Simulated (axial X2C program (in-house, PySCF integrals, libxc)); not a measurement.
Outer orbitals of SiCl⁺ at 1.971 Å, PBE0

Computed with an axial X2C code built on PySCF integrals. Spin-free means the one-electron spin-free X2C Hamiltonian; two-component (2c) means X2C with spin–orbit coupling and atomic mean-field two-electron Coulomb and Gaunt terms, so the difference of the two also holds small scalar two-electron terms. Basis: Cl dyall-av3z [9s8p3d2f], Si dyall-v3z [8s7p2d1f] (cores contracted in-house); Gaussian nuclei, density fitting, unrestricted open shells. Masses: Cl 34.969 u, Si 27.977 u.

The distance is close to the 2c PBE0 minimum; the highest filled and lowest empty levels are listed.

Spin-free orbitals, state M_S = 0, Λ = 0 (closed shell) (Löwdin shares):

```
symmetry  occupied  ε (eV)              atomic character
      σα       yes  -30.92   74% Cl s, 10% Si p, 7% Si s
      σα       yes  -21.00   50% Cl p, 35% Si s, 9% Cl s
     π+α       yes  -17.03   83% Cl p, 10% Si p, 5% Si d
     π-α       yes  -17.03   83% Cl p, 10% Si p, 5% Si d
      σα       yes  -16.20  32% Si s, 31% Si p, 29% Cl p
     π-α        no   -9.61  74% Si p, 11% Cl d, 10% Cl p
     π+α        no   -9.61  74% Si p, 11% Cl d, 10% Cl p
      σα        no   -5.88  45% Si p, 27% Si d, 10% Cl s
      σα        no   -3.75  45% Cl s, 22% Cl d, 19% Si s
```

One partner of each degenerate Kramers or spin pair is listed.

Spinors with spin–orbit coupling (state Ω = 0):

```
  ω  occupied  ε (eV)              atomic character  λ mixture
1/2       yes  -30.92   74% Cl s, 10% Si p, 7% Si s     100% σ
1/2       yes  -21.00   50% Cl p, 35% Si s, 9% Cl s     100% σ
1/2       yes  -17.06   83% Cl p, 10% Si p, 5% Si d     100% π
3/2       yes  -16.99   83% Cl p, 10% Si p, 5% Si d     100% π
1/2       yes  -16.20  32% Si s, 31% Si p, 29% Cl p     100% σ
1/2        no   -9.62  74% Si p, 11% Cl d, 10% Cl p     100% π
3/2        no   -9.59  74% Si p, 11% Cl d, 10% Cl p     100% π
1/2        no   -5.87  45% Si p, 27% Si d, 10% Cl s     100% σ
1/2        no   -3.75  45% Cl s, 22% Cl d, 20% Si s     100% σ
```

One partner of each degenerate Kramers or spin pair is listed.

Mulliken charges and populations of the two-component result (they depend on the basis, above all on diffuse functions):

Cl 0.20 e (s 5.89 p 10.85 d 0.05 f 0.01), Si 0.80 e (s 5.92 p 7.08 d 0.17 f 0.03).

The state is a single determinant with fixed occupations, the lowest that a limited PBE0 search found.
